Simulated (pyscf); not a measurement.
# Routes from H₂Si=S (SMILES [SiH2]=S) + H₂ (SMILES [H][H])

Candidate steps break at most two bonds and form at most two. Each was searched with GFN2-xTB (tblite) first. Optimised with ωB97X-D3(BJ)/def2-SVP in PySCF. Energies: ωB97M-D3(BJ)/def2-TZVP, eV, from the separated reactants, singlet surface; ΔG‡ with ideal gas, 1 atm, RRHO with modes under 100 cm⁻¹ raised to 100, one conformer, R ln 2 for chiral ones without a mode under 150 cm⁻¹.

| products | type | ΔE‡ | ΔE | ΔG‡ 298 K | ΔG‡ 900 K | ν‡ (cm⁻¹) |
|---|---|---|---|---|---|---|
| H₃Si–SH | addition across a multiple bond or ene-type step | 0.94 | -1.42 | 1.35 | 2.13 | 1343i |
| H₂Si=S + H₂ | four-centre exchange | 1.42 | 0.00 | 1.84 | 2.64 | 1562i |
| :HSi–SH [singlet] + H₂ | concerted two-bond exchange | 2.24 | +0.40 | 2.56 | 3.32 | 1906i |
| H₂S + SiH₂ [singlet] | concerted two-bond exchange | 2.74 | +1.52 | 3.04 | 3.74 | 1415i |

Row 4: On the product side the descent ends in an adduct with a S–Si contact, 0.95 eV under the separated species and 2.05 eV under the saddle at ωB97X-D3(BJ)/def2-TZVP. 

Plain bond fissions and candidates not yet searched are not listed, and one of them may be faster. Each barrier is that of the saddle found; lower ones may exist.
